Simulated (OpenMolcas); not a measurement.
Potential curves of BN⁻: spin-free states

Calculated with OpenMolcas 26.06: state-averaged CASSCF(9,8) over N 2s 2p, B 2s 2p, XMS-CASPT2 (IPEA 0.25, imaginary shift 0.2 hartree), scalar X2C, ANO-RCC-VTZP, then RASSI spin–orbit state interaction with atomic mean-field integrals. C2 symmetry about the axis (a holds Σ, Δ, Γ; b holds Π, Φ, H; Σ⁺ and Σ⁻ are not told apart); roots by multiplicity and irrep: 2a 8, 2b 6, 4a 4, 4b 4.

XMS-CASPT2 energies in eV from the lowest point. Curves are followed by energy order within each symmetry, so they are adiabatic and may change character at avoided crossings; Σ⁺ and Σ⁻ are counted together.

| R (Å) | (1)2Σ | (1)2Π | (2)2Σ | (1)4Σ | (1)4Δ |
| --- | --- | --- | --- | --- | --- |
| 1.140 | 0.968 | 2.803 | 3.535 | 6.784 | 7.548 |
| 1.207 | 0.251 | 1.797 | 2.913 | 5.456 | 6.243 |
| 1.266 | 0.000 | 1.289 | 2.708 | 4.701 | 5.510 |
| 1.326 | 0.013 | 1.069 | 2.743 | 4.247 | 5.063 |
| 1.392 | 0.234 | 1.062 | 2.961 | 4.001 | 4.824 |
| 1.459 | 0.599 | 1.225 | 3.297 | 3.944 | 4.760 |
| 1.551 | 1.241 | 1.631 | 3.862 | 4.072 | 4.877 |
| 1.671 | 2.139 | 2.297 | 4.662 | 4.435 | 5.195 |
| 1.856 | 3.498 | 3.446 | 5.720 | 5.145 | 5.809 |
| 2.122 | 5.064 | 4.783 | 6.861 | 6.043 | 6.541 |
| 2.519 | 6.433 | 6.062 | 7.556 | 6.864 | 7.237 |

(1) With masses 14.003 and 11.009 u, fit the curves (1)2Σ, (1)2Π, (2)2Σ, (1)4Σ near their minima.

The 5 lowest clean curves are shown; the next is (2)4Σ, from 5.30 eV. Left out for impure symmetry, kinks or missing points, though low: (1)4Π. Only roots inside an energy window near the equilibrium distance were included, so the list of states is not complete; labels number the states computed. Each spin and symmetry block has orbitals of its own, averaged over its own roots, so gaps between blocks are less sure than gaps within one and near the minimum can be off by tenths of an eV, in bad cases by more. No Rydberg orbitals are active, so Rydberg states, and σ→σ* states whose orbital the CASSCF left unused, can be missing between those listed. CASPT2 splits the two components of degenerate states numerically, here by up to 96 cm⁻¹. For an anion, states above the electron-detachment threshold (often below 1 to 3 eV) are held by the basis set and are not bound levels. At stretched bonds a block can hold a wrong CASSCF solution and miss its lowest state; points past a visible jump are left out. Points that failed a check (symmetry, reference weights, a jump) are left out.

Results:

(1) At XMS-CASPT2, Te from the lowest curve (the fit fixes ωe to a per cent or two; the method's Re and ωe can be off by some per cent):

```json
{"curve": "(1)2Σ", "Te (cm⁻¹)": "0", "Re (Å)": "1.292", "ωe (cm⁻¹)": "1662.0"}
{"curve": "(1)2Π", "Te (cm⁻¹)": "8560", "Re (Å)": "1.360", "ωe (cm⁻¹)": "1434.2"}
{"curve": "(2)2Σ", "Te (cm⁻¹)": "21930", "Re (Å)": "1.285", "ωe (cm⁻¹)": "1604.8"}
{"curve": "(1)4Σ", "Te (cm⁻¹)": "31980", "Re (Å)": "1.450", "ωe (cm⁻¹)": "1162.7"}
```
